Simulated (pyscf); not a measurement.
H₃C–SnH₂–CH₃ (SMILES [CH3][SnH2][CH3]) + H• (SMILES [H]) -> H₃C–SnH₃ (SMILES [CH3][SnH3]) + CH₃• (SMILES [CH3]) (substitution at Sn; doublet surface; C–Sn broken, H–Sn formed). Single points on ωB97X-D3(BJ)/def2-SVP structures (PySCF, gas phase). Energies in kcal/mol from the separated reactants.

```tsv
level	barrier	reaction energy
ωB97X-D3(BJ)/def2-TZVP	…	-4.8
PBE/def2-TZVP	0.8	-5.8
B3LYP-D3(BJ)/def2-TZVP	…	…
PBE0-D3(BJ)/def2-TZVP	4.9	-5.9
M06-2X/def2-TZVP	9.3	-4.8
ωB97M-D3(BJ)/def2-TZVP	9.1	-7.4
```

Q: Some entries are withheld; supply them.

A: 
- ωB97X-D3(BJ)/def2-TZVP, barrier: 9.9
- B3LYP-D3(BJ)/def2-TZVP, barrier: 1.8
- B3LYP-D3(BJ)/def2-TZVP, reaction energy: -10.0

The functionals in the table span 9.0 kcal/mol in this barrier, from PBE to ωB97X-D3(BJ)/def2-TZVP. Abstraction by the radical was not located in this set and often lies lower. This is the saddle that the search found; another between the same sides may lie lower. The angle at the attacked Sn is 178°. Elements past Kr carry the def2 core potentials, without spin-orbit coupling.
